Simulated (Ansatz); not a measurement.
Input and output for AlH, SMILES `[AlH]`.

```yaml
crystal:
  periodic: [false, false, false]
  atoms:
    - {symbol: Al, position_ang: [0.000000, -0.000000, -0.024659]}
    - {symbol: H, position_ang: [-0.000000, 0.000000, 1.573590]}
basis:
  gaussian: {orbitals: "6-31G*"}
magnetization: {spin_polarized: true, initial_magnetization: 0}
hamiltonian: {xc: {name: PBEsol}}
```

```sh
$ ansatz run in.yaml --threads 2 --pin off --events-out ev --progress --plain --max-ram 20480MiB --backend cpu
```

Shortened log:

```
Functional definition: PBEsol
197 factors; integrals over basis functions are off by at most 6.8e-4 eV
mean field evaluation 1: about -6593.3486 eV, gradient 7.1e0 eV
mean field evaluation 2: about -6593.5163 eV, gradient 4.9e0 eV
mean field evaluation 4: about -6593.8047 eV, gradient 4.8e-2 eV
mean field evaluation 8: about -6593.8040 eV, gradient 5.9e-5 eV
mean field -6593.80399406 eV, -242.3178273407 hartree, gradient 3.7e-5 eV, S^2 0.000000; 1 other end points of the search recorded, 0 dependent functions left out
reference -6593.80402334 eV, -242.3178284167 hartree; 7, 7 occupied and 14, 14 virtual orbitals, 197 factors
Total energy: -6593.80402334 eV, -242.3178284167 hartree
```

It took 0.31 s on 2 threads of an AMD EPYC 7R13 on a shared host, with 0.16 GiB of host memory at the peak.
